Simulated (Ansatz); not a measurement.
How methods differ on BH2ClO (SMILES OBCl)

BH2ClO has 5 atoms, charge 0, and is taken as a singlet. As SMILES, `OBCl`. Geometry: relaxed at PBE0-D4/def2-TZVP. This is one conformer, not always the lowest.

```tsv
atom	x (Å)	y (Å)	z (Å)
O	-0.8633	-0.6186	-0.0029
B	0.3790	-0.1372	0.1379
Cl	0.7886	1.4960	-0.3953
H	-1.4777	0.0012	-0.4097
H	1.2233	-0.8151	0.6286
```

Quantity: the energy change with the B2–Cl3 bond stretched from 1.766 to 4.416 Å, in eV. The values are calculated.

```tsv
level	kind	program	value (eV)	less FCI/STO-3G	CPU time (all runs)
SVWN5/STO-3G (restricted)	LDA	Ansatz	6.54	+1.17	1.8 s
PBE/STO-3G (restricted)	GGA	Ansatz	6.08	+0.71	3 s
revPBE/STO-3G (restricted)	GGA	Ansatz	5.89	+0.52	3 s
PBE0/STO-3G (restricted)	global hybrid	Ansatz	6.93	+1.56	2.7 s
wB97M-V/STO-3G (restricted)	range-separated hybrid	Ansatz	7.69	+2.32	46 s
wB97X/STO-3G (restricted)	range-separated hybrid	Ansatz	7.78	+2.41	15 s
CCSDT(Q)/STO-3G (restricted)	coupled cluster or CI	Ansatz	5.49	+0.12	1.6 s
CCSDT/STO-3G (restricted)	coupled cluster or CI	Ansatz	5.40	+0.03	1.5 s
FCI/STO-3G	exact in the basis	Ansatz	5.37	0.00	71 s
```

FCI/STO-3G is exact within its basis and frozen core, so for wave-function methods in that basis the difference is their error; functionals converge differently with the basis, so for them it is only a difference. The first shape isn't each level's own minimum. The values span 5.37 to 7.78 eV. All rows use very small basis sets, so even the best lies far from the true value. Times are those of the runs behind each value, whatever else they computed, on shared processors of several kinds: orders of magnitude only.
